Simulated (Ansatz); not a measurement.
Zinc-blende HgSe, relaxed in Ansatz (plane waves) with several semilocal functionals. Each gives its own volume and its own bulk modulus:

```tsv
level	V0 (Å³/atom)	bulk modulus B0 (GPa)	ln V0	ln B0
LDA	27.860	57.92	3.3272	4.0591
PBEsol-D3(BJ)	27.921	57.07	3.3294	4.0443
PBE-D3(BJ)	29.393	48.50	3.3808	3.8816
PBE-D4	29.395	48.71	3.3808	3.8859
PBE	30.662	42.57	3.4230	3.7511
```

**Question.** Fit a straight line to ln B0 against ln V0. What does it predict for PBEsol, whose volume is 28.833 Å³/atom?

**Answer.** With x = ln V0 and y = ln B0: means 3.36824 and 3.92440; Σ(Δx Δy) = -0.02070, Σ(Δx²) = 0.006507, so the slope is -3.18. At x = 3.3615 the line gives y = 3.92440 + (-3.18) × (3.3615 − 3.36824) = 3.9458, or 51.72 GPa. The run with PBEsol gives 51.60 GPa, -0.2 % from the line. The rows used scatter about it by up to 0.4 %, while the largest value lies 36 % above the smallest. For comparison, PBE's own equation of state has B′ = 5.1, the slope −d ln B/d ln V at a fixed functional; the two needn't agree, since functionals also differ at one volume.

Measured: 50 GPa (measured, temperature not stated, not corrected to a static lattice, our sources range from 48.5 to 51.6; as tabulated in Toher et al. (2017), arXiv:1611.05714).

Ansatz's density-functional and Hartree–Fock values are scalar-relativistic unless marked +SOC, with PAW data made under PBE.

Ansatz is a quantum-chemistry and plane-wave program.
